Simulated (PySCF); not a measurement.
All values below come from ωB97X-D3(BJ)/def2-TZVP // PBE0-D3(BJ)/def2-TZVP (PySCF). Isolated molecules, 0 K electronic values unless said otherwise. Excitations are Tamm–Dancoff values on a coarser integration grid. The basis has no diffuse functions, so Rydberg states are missing or too high.

Reference species (SMILES): `C=C=C` (neutral, multiplicity 1).

The S1 oscillator strength comes out as 0.000 and the HOMO–LUMO gap is 12.68 eV. The brightest of the four lowest singlets (TDA) comes out as 8.56 eV.

After one change: the S1 oscillator strength is nearly the same; the HOMO–LUMO gap drops by 2.02 eV; the brightest of the four lowest singlets (TDA) drops by 2.48 eV.

Which change was made? The new species is one of these.
(A) `C#CC=C=C`
(B) `C=C=CSC`
(C) `C=C=CCO`
(D) `C=C=CC#N`

A, `C#CC=C=C`
